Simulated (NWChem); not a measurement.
# One shape, several levels: Si2H6O (disiloxane)

We compute a comparison of 6 runs (HF/3-21G, B3LYP/6-31G*, B3LYP/cc-pVDZ, M06-2X/cc-pVDZ, PBE0/cc-pVDZ, r2SCAN/cc-pVDZ) of Si2H6O (disiloxane). 

Program for the calculation: NWChem 7.3.0.

1 further run of the same task is left out (set aside as unsound or not needed).

## (1) Starting point

Si2H6O: 9 atoms, total charge 0, spin state singlet. SMILES: `[SiH3]O[SiH3]`. The coordinates come from a PBE0-D4/def2-TZVP relaxation.

Bond lengths: Si1–O2 1.634 Å, O2–Si3 1.634 Å, Si1–H4 1.487 Å, Si1–H5 1.483 Å, Si1–H6 1.487 Å, Si3–H7 1.483 Å, Si3–H8 1.486 Å, Si3–H9 1.487 Å. Some angles: Si1–O2–Si3 147.2°, O2–Si1–H4 110.2°, O2–Si1–H5 108.3°, O2–Si1–H6 110.2°, O2–Si3–H7 108.3°, O2–Si3–H8 110.2°, O2–Si3–H9 110.2°, H4–Si1–H5 109.6°, H4–Si1–H6 109.0°, H5–Si1–H6 109.6°.

## (2) Energy and gradient at HF/3-21G (run 1)

job.xyz

```xyz
9
H6OSi2
Si    -0.710290     1.052660    -0.919520
O      0.425550     0.090990    -0.245380
Si     0.775570    -1.038810     0.881750
H     -1.787270     0.226580    -1.525660
H     -0.060640     1.872420    -1.970220
H     -1.306170     1.942760     0.111330
H      2.224270    -1.343130     0.800010
H     -0.009310    -2.275600     0.628780
H      0.448290    -0.527870     2.238910
```

job.nw

```
start job
title "H6OSi2"
memory stack 880 mb heap 220 mb global 1100 mb
charge 0

geometry noautosym nocenter noautoz
load format xyz job.xyz
end

basis spherical bse
* library 3-21G
end

scf
thresh 1e-08
maxiter 80
print low
end

task scf gradient
```

Launch:

```
nwchem job.nw > job.out
```

Log:

```text
[...]
  functions       =    47
[...]
  wavefunction    = RHF
[...]
         Total SCF energy =   -652.784867644622
      One-electron energy =  -1221.984602027178
      Two-electron energy =    409.780693920753
 Nuclear repulsion energy =    159.419040461802
        Time for solution =      1.4s
[...]
                         RHF ENERGY GRADIENTS
    atom               coordinates                        gradient
                 x          y          z           x          y          z
   1 Si     -1.342253   1.989239  -1.737641    0.003677  -0.013705   0.013899
   2 O       0.804173   0.171946  -0.463701    0.003062   0.000633  -0.001782
   3 Si      1.465615  -1.963066   1.666266   -0.014216   0.011479  -0.007801
   4 H      -3.377451   0.428174  -2.883079    0.001583  -0.001215   0.000203
   5 H      -0.114593   3.538361  -3.723176    0.003238  -0.001260   0.000332
   6 H      -2.468303   3.671284   0.210383    0.001698  -0.000646   0.000675
   7 H       4.203261  -2.538148   1.511800    0.000806   0.002165  -0.002616
   8 H      -0.017593  -4.300260   1.188222   -0.000007   0.001026  -0.001725
   9 H       0.847145  -0.997530   4.230926    0.000157   0.001523  -0.001186
 Task  times  cpu:        1.8s     wall:        1.8s
[...]
```

Wall time 2.4 s (1 thread of AMD EPYC 7B13 (Zen 3), shared host); peak memory 0.097 GiB.

## (3) Energy and forces at B3LYP/6-31G(d) (Cartesian functions) (run 2)

h6osi2.nw

```
start h6osi2
title "H6OSi2"
memory total 2200 mb
geometry noautosym nocenter noautoz
  Si    -0.710290     1.052660    -0.919520
  O      0.425550     0.090990    -0.245380
  Si     0.775570    -1.038810     0.881750
  H     -1.787270     0.226580    -1.525660
  H     -0.060640     1.872420    -1.970220
  H     -1.306170     1.942760     0.111330
  H      2.224270    -1.343130     0.800010
  H     -0.009310    -2.275600     0.628780
  H      0.448290    -0.527870     2.238910
end
basis cartesian
  Si library 6-31G*
  O library 6-31G*
  H library 6-31G*
end
dft
  xc b3lyp
  grid xfine
  convergence energy 1e-08
  maxiter 100
  mulliken
end
task dft gradient
```

Launch:

```
nwchem h6osi2.nw > h6osi2.out
```

Log:

```text
[...]
          Wavefunction type:  closed shell.
          No. of atoms     :     9
          No. of electrons :    42
[...]
          Charge           :     0
          Spin multiplicity:     1
[...]
          AO basis - number of functions:    65
[...]
              XC Information
              --------------
                         B3LYP Method XC Potential
                     Hartree-Fock (Exact) Exchange  0.200
                        Slater Exchange Functional  0.800 local
                    Becke 1988 Exchange Functional  0.720 non-local
              Lee-Yang-Parr Correlation Functional  0.810
                  VWN I RPA Correlation Functional  0.190 local
[...]
 d= 0,ls=0.0,diis     1   -657.8211744978 -8.17D+02  1.75D-02  5.98D-01     3.1
[...]
 d= 0,ls=0.0,diis     8   -657.8807893486 -1.71D-10  2.83D-07  1.83D-10    19.0
         Total DFT energy =     -657.880789348614
      One electron energy =    -1226.788620438278
           Coulomb energy =      462.273578586611
    Exchange-Corr. energy =      -52.784787958748
 Nuclear repulsion energy =      159.419040461802
[...]
      Total Density - Mulliken Population Analysis
     ---------------------------------------------
    Atom       Charge   Shell Charges
 -----------   ------   -------------------------------------------------------
    1 Si  14    13.42   2.00  1.99  5.96  1.01  1.78  0.20  0.26  0.21
    2 O    8     8.62   1.99  0.89  2.99  0.86  1.85  0.04
    3 Si  14    13.42   2.00  1.99  5.96  1.01  1.78  0.20  0.26  0.21
    4 H    1     1.09   0.52  0.58
    5 H    1     1.08   0.52  0.57
    6 H    1     1.09   0.52  0.58
    7 H    1     1.08   0.52  0.57
    8 H    1     1.09   0.52  0.58
    9 H    1     1.09   0.52  0.58
[...]
  wavefunction    = closed shell
[...]
```

It took 24 s on 1 thread of AMD EPYC 7B13 (Zen 3), shared host; peak memory 0.15 GiB.

Runs 3 to 5 aren't shown in full; the table further down has their settings and results.

## (4) Energy and gradient at r2SCAN/cc-pVDZ (run 6)

h6osi2.xyz

```xyz
9
H6OSi2
Si    -0.710290     1.052660    -0.919520
O      0.425550     0.090990    -0.245380
Si     0.775570    -1.038810     0.881750
H     -1.787270     0.226580    -1.525660
H     -0.060640     1.872420    -1.970220
H     -1.306170     1.942760     0.111330
H      2.224270    -1.343130     0.800010
H     -0.009310    -2.275600     0.628780
H      0.448290    -0.527870     2.238910
```

h6osi2.nw

```
START h6osi2
TITLE "H6OSi2"
memory 2200 mb
GEOMETRY units angstroms noautosym nocenter noautoz
   load h6osi2.xyz
END
BASIS spherical bse
   * library cc-pVDZ
END
DFT
   xc r2scan
   mult 1
   grid xfine
   convergence energy 1e-08
   iterations 100
   mulliken
   print medium
END
TASK dft gradient
```

Launch:

```
nwchem h6osi2.nw > h6osi2.out
```

Log:

```text
[...]
          Wavefunction type:  closed shell.
          No. of atoms     :     9
          No. of electrons :    42
[...]
          Charge           :     0
          Spin multiplicity:     1
[...]
          AO basis - number of functions:    80
[...]
              XC Information
              --------------
                      r^2SCAN Method XC Functional
               r^2SCAN metaGGA Exchange Functional  1.000
                     r^2SCAN Correlation Potential  1.000
[...]
 d= 0,ls=0.0,diis     1   -657.7066034458 -8.17D+02  1.36D-02  4.81D-01     7.1
[...]
 d= 0,ls=0.0,diis     8   -657.7623825424 -5.67D-10  1.06D-06  9.81D-09    47.0
         Total DFT energy =     -657.762382542425
      One electron energy =    -1226.601345012841
           Coulomb energy =      462.076055675802
    Exchange-Corr. energy =      -52.656133667189
 Nuclear repulsion energy =      159.419040461802
[...]
  wavefunction    = closed shell
                         DFT ENERGY GRADIENTS
    atom               coordinates                        gradient
                 x          y          z           x          y          z
   1 Si     -1.342253   1.989239  -1.737641    0.016642  -0.013870   0.009650
   2 O       0.804173   0.171946  -0.463701   -0.014161  -0.003048   0.008150
   3 Si      1.465615  -1.963066   1.666266   -0.004866   0.016402  -0.016433
   4 H      -3.377451   0.428174  -2.883079    0.003313   0.002197   0.001945
   5 H      -0.114593   3.538361  -3.723176   -0.001739  -0.002352   0.002981
   6 H      -2.468303   3.671284   0.210383    0.001911  -0.002816  -0.002833
   7 H       4.203261  -2.538148   1.511800   -0.004069   0.000927   0.000155
   8 H      -0.017593  -4.300260   1.188222    0.002154   0.003831   0.000542
   9 H       0.847145  -0.997530   4.230926    0.000815  -0.001270  -0.004158
[...]
```

Wall time 64 s (1 thread of AMD EPYC 7B13 (Zen 3), shared host); peak memory 0.14 GiB.

## (5) The series

| run | level | Cartesian functions | iteration cap | energy (Eh) | largest force (eV/Å) | wall time |
| --- | --- | --- | --- | --- | --- | --- |
| 1 | HF/3-21G | no | 80 | -652.784868 | 1.022 | 2.4 s |
| 2 | B3LYP/6-31G* (Cartesian functions) | yes | 100 | -657.880789 | 0.453 | 24 s |
| 3 | B3LYP/cc-pVDZ | no | 100 | -657.904509 | 1.325 | 62 s |
| 4 | M06-2X/cc-pVDZ | no | 100 | -657.776580 | 1.311 | 69 s |
| 5 | PBE0/cc-pVDZ | no | 100 | -657.524882 | 1.171 | 54 s |
| 6 | r2SCAN/cc-pVDZ | no | 100 | -657.762383 | 1.220 | 64 s |

## (6) Outcome

| quantity | value |
| --- | --- |
| run 6: total energy | -657.76238 Eh |
| run 6: dipole moment | 0.33 D |
| run 6: HOMO energy | -7.49 eV |
| run 6: LUMO energy | -0.30 eV |
| run 6: HOMO–LUMO gap | 7.20 eV |
| run 6: largest force on an atom | 1.220 eV/Å |

**Reading.** Over runs 2, 3, 4, 5, 6 the dipole moment (its size) runs from 0.33 D (r2SCAN/cc-pVDZ) to 0.41 D (B3LYP/6-31G*). The two ends differ in method and basis. Over runs 2, 4, 5, 6 the HOMO–LUMO gap runs from 7.20 eV (r2SCAN/cc-pVDZ) to 11.04 eV (M06-2X/cc-pVDZ). Totals of different functionals can't be ranked against each other. All runs together took 4.6 min, the longest 69 s.
